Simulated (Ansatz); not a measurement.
# AlNa− (quartet): from Hartree-Fock to the top rungs, aug-cc-pVDZ

How much of the correlation energy of AlNa− (quartet) does each wave-function method recover here?

Program: Ansatz 0.2.0, Gaussian basis. Level of theory: aug-cc-pVDZ, core rule «outside noble gas», up to 10 orbitals frozen. These are calculated values, not measurements.

To be run: UHF; CCSD(T) on ROHF; CCSD(T) on UHF; BCCD(T) on ROHF; CISD; CCSDT(Q) on ROHF; CCSDT(Q) on UHF.

26 further runs of the same task are left out: 10 for a known fault of the program, 7 that didn't finish, 9 set aside as unsound or not needed.

**1. What is computed**

The geometry is a PBE0/def2-TZVPD stationary point (not a proven minimum) of the parent state, kept for this charge and spin.

2 atoms, charge -1, spin multiplicity 4.

Atoms are counted from 1 here; the program's logs count them from 0.

No contacts short enough for the rule that draws bonds.

As a file:

```xyz
2
charge -1, multiplicity 4
Al    0.0000    0.0000    0.0000
Na    0.0000    0.0000    3.1733
```

**2. UHF**

Contents of in.yaml:

```yaml
crystal:
  periodic: [false, false, false]
  atoms:
    - {symbol: Al, position_ang: [0.000000, 0.000000, 0.000000]}
    - {symbol: Na, position_ang: [0.000000, 0.000000, 3.173300]}
basis:
  gaussian: {orbitals: aug-cc-pVDZ}
total_charge: -1
magnetization: {spin_polarized: true, initial_magnetization: 3}
hamiltonian: {xc: hf}
output: {orbitals: {seedname: orbitals}}
```

Started as:

```sh
ansatz run in.yaml --threads 1 --pin off --events-out ev --progress --plain --max-ram 2393MiB
```

Further steps of the session: CCSD(T) on ROHF; CCSD(T) on UHF; BCCD(T) on ROHF; CISD; CCSDT(Q) on ROHF; CCSDT(Q) on UHF.

Before running them: what should the planned runs give, taken together? Wanted: UCCSDT(Q) below the RHF energy; RMP2 from UCCSDT(Q); UMP2 from UCCSDT(Q); RCCSD from UCCSDT(Q); RCCSD(T) from UCCSDT(Q); UCCSD(T) from UCCSDT(Q); RCCSDT(Q) from UCCSDT(Q); T1 diagnostic.

The runs gave:

| quantity | value |
| --- | --- |
| UCCSDT(Q) below the RHF energy | -1.9261 eV |
| RMP2 from UCCSDT(Q) | +64.7 kJ/mol |
| UMP2 from UCCSDT(Q) | +68.1 kJ/mol |
| RCCSD from UCCSDT(Q) | +13.9 kJ/mol |
| RCCSD(T) from UCCSDT(Q) | +4.7 kJ/mol |
| UCCSD(T) from UCCSDT(Q) | +4.9 kJ/mol |
| RCCSDT(Q) from UCCSDT(Q) | 0.0 kJ/mol |
| levels within 1 kcal/mol (43 meV) | RCCSDT, UCCSDT, RCCSDT(Q) |
| T1 diagnostic | 0.058 |

RCCSD(T) lands +4.7 kJ/mol from the yardstick (2.5 % of the correlation energy). Coupled cluster took another determinant than the lowest Hartree-Fock one. These misses are within one basis, not against nature; the frozen cores of restricted and unrestricted runs differ, which can shift their rows.
